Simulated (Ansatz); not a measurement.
A nudged elastic band was laid between two geometries of BH$_{6}$N (8 atoms, charge 0, multiplicity 1).

Level of theory: RKS PBE/def2-mTZVP in Ansatz.

```yaml
movable_images: 7
climbing_image: yes
spring: 5.0 eV/Å²
optimiser: quadratic models (default)
start_path: through a guess of the saddle point
force_threshold: 0.05 eV/Å
iteration_limit: 60
end_points: relaxed
```

Image 0:

```xyz
8
Properties=species:S:1:pos:R:3
B 0.040 -0.123 0.156
H 0.251 0.640 1.079
H 0.933 -0.138 -0.670
H -1.066 0.009 -0.334
N 0.039 -1.629 0.827
H -0.151 -2.353 0.126
H 0.944 -1.851 1.257
H -0.675 -1.718 1.558
```

Image 8:

```xyz
8
Properties=species:S:1:pos:R:3
B 0.163 -0.768 -0.529
H -0.656 0.837 2.957
H 1.121 -0.048 -0.626
H -0.927 -0.450 -0.923
N 0.322 -2.018 0.070
H -0.436 -2.685 0.190
H 1.209 -2.362 0.429
H -0.480 0.330 2.430
```

Question: What changes between the two ends?

Answer: Bonds broken: B1–H2, N5–H8. Bonds formed: H2–H8. BH6N becomes BH4N + H2.

Question: What energy profile does the band end with?

Answer: It converged. The highest image is number 4 of 0 to 8, 1.68 eV above the first end and 1.58 eV above the last; the last end lies 0.10 eV above the first. A vibrational analysis at the climbing image gives one clearly imaginary mode, 1301i cm⁻¹: a first-order saddle point. The orbitals stay closed-shell, which can raise the energy where a bond breaks towards radicals; this wasn't checked here.

```csv
image,path coordinate (Å),energy (eV),B1–H2 (Å),N5–H8 (Å),H2–H8 (Å)
0,0.00,0.00,1.22,1.03,2.58
1,0.59,0.05,1.22,1.03,2.44
2,1.18,0.11,1.22,1.02,2.30
3,1.77,0.65,1.25,1.04,1.63
4,2.36,1.68,1.38,1.42,1.00
5,3.05,0.67,1.99,2.08,0.76
6,3.74,0.21,2.63,2.61,0.75
7,4.43,0.12,3.29,3.02,0.75
8,5.12,0.10,3.92,3.43,0.75
```

Question: What is the geometry of the highest image?

Answer: 
```xyz
8
Properties=species:S:1:pos:R:3:forces:R:3
B 0.027 -0.355 0.107 0.00 0.01 -0.02
H -0.246 0.343 1.269 0.00 0.00 0.00
H 1.073 0.133 -0.233 0.00 0.00 0.00
H -0.964 -0.148 -0.543 0.00 0.00 0.00
N 0.130 -1.803 0.712 0.00 0.01 0.00
H -0.606 -2.465 0.482 0.00 -0.01 0.00
H 1.048 -2.238 0.748 0.00 -0.01 0.00
H -0.146 -0.630 1.456 0.00 0.00 0.02
```

Question: What are the harmonic wavenumbers there?

Answer: 1301i, 361, 517, 725, 886, 1011, 1047, 1082, 1139, 1204, 1252, 1567, 1974, 2034, 2499, 2578, 3494, 3598 cm⁻¹.

The run took 110 s on 1 thread of Arm Neoverse V1 (shared host), peak memory 0.1 GiB.
